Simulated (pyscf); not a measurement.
Single points on ωB97X-D3(BJ)/def2-SVP structures (PySCF, gas phase).

Question: How much does it cost (ΔH, 298 K, ωB97M-D3(BJ)/def2-TZVP) to split `[CH3][CH2][ZnH]` at its H–Zn bond into [H₃C–CH₂–Zn]• + H•?

Answer: H–Zn to [H₃C–CH₂–Zn]• + H•: 77.1 kcal/mol. The 7 functionals that were run give +70.9 (M06-2X) to +78.4 kcal/mol (ωB97X-D3(BJ)). The radicals are drawn with the spin at the cut bond; how far it spreads was not checked. Other isomers of [H₃C–CH₂–Zn]• were not searched in full and may lie lower. Elements up to Kr have no core potential and no relativistic terms here.
